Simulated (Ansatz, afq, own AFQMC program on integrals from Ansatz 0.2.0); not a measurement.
The In2–Br4 bond of InBr2Cl, singlet, worked out

```xyz
4

Cl   -1.9379   -0.9914    0.8743
In   -0.0150   -0.0077    0.0068
Br    2.1836   -0.7858    0.7771
Br   -0.2307    1.7850   -1.6582
```

The molecule and both fragments are relaxed with PBE0/def2-SVP; the fragments keep their bonds.

Basis def2-TZVP with its core potentials. Noble-gas cores (and the filled d shells of Ga–Kr and In–Xe) are frozen. Integrals, coupled cluster, full CI and functionals: Ansatz 0.2.0; the random walks run on the same integrals in our own AFQMC program. The CISD trial takes its coefficients from CCSD amplitudes. Released means that phaseless walkers are propagated on without the constraint, phases kept. Uncertainties: one standard error, sampling alone. No spin–orbit coupling.

Total energies in eV. CBS is CCSD(T) at the limit of def2-TZVPP/QZVPP (extrapolated itself); the highest rung of each member is named.

Cautions: inner d shell frozen; no relativity below Rb; no spin-orbit coupling; InBr₂Cl (singlet): the released value is read at 0.90 1/Eh with a noise of 13 meV, more than in the cases checked (meV from the phaseless value at times in 1/Eh: -20 ± 11 at 0.21, -11 ± 9 at 0.42, -13 ± 12 at 0.63, -23 ± 13 at 0.90); InBrCl (doublet): the released value is read at 1.50 1/Eh (meV from the phaseless value at times in 1/Eh: -3 ± 6 at 0.24, -10 ± 6 at 0.51, -19 ± 8 at 0.99, -19 ± 9 at 1.50).

| member | count | CCSD(T)/def2-TZVP | highest rung in def2-TZVP | which | CCSD(T)/CBS |
| --- | --- | --- | --- | --- | --- |
| InBrCl, doublet | +1 | -87666.6691 | -87666.7386 ± 0.0088 | released AFQMC | -87670.7275 |
| Br (doublet) | +1 | -70002.8246 | -70002.8428 | CCSDTQ | -70005.1209 |
| InBr₂Cl, singlet | -1 | -157672.8241 | -157672.9266 ± 0.0134 | released AFQMC | -157679.3287 |

Work out the best estimate of the bond energy: the CCSD(T)/CBS difference plus the step from CCSD(T) to the highest rung.

Sums with the counts: CCSD(T)/CBS 3.4803 eV, highest rung 3.3452 eV, CCSD(T)/def2-TZVP 3.3304 eV. The step is 3.3452 − 3.3304 = 0.0148 eV, so the best estimate is 3.4803 + (0.0148) = 3.4951 eV = 337.2 kJ/mol, with sampling noise 0.016 eV. The step is under twice that noise, so its sign is open. The basis set is worth 0.150 eV of it. Zero-point, core-correlation and spin–orbit terms aren't in it. Past Ne the Hartree–Fock part of each CBS total tends to overshoot, since the cores don't follow the formula; that largely cancels in the difference.

Best estimates are given only where the step beyond CCSD(T) is under 0.3 eV and no member's determinant is very poor (T1 over 0.05, or 0.07 for open shells, ⟨S²⟩ too high by 0.3, two states mixed), so the hardest cases are missing from such tables.

CCSDT and higher add their correlation energy to the determinant of the CCSD(T) run, since their own runs factorise the integrals more tightly (a shift of under 2 meV). Each member of a difference takes its own highest rung, so a best estimate needn't equal the limit plus the step of one row. A walk keeps the symmetry of its determinant, which the program's search chose and which needn't be the lowest solution, so a lower state of the same spin and another symmetry isn't excluded. Released energies are given only where the last usable release times agree within the noise; a slower fall can still hide under it. The exponents were fitted on light atoms, and def2 sets of heavy atoms don't grow evenly, so the limit is rough here.
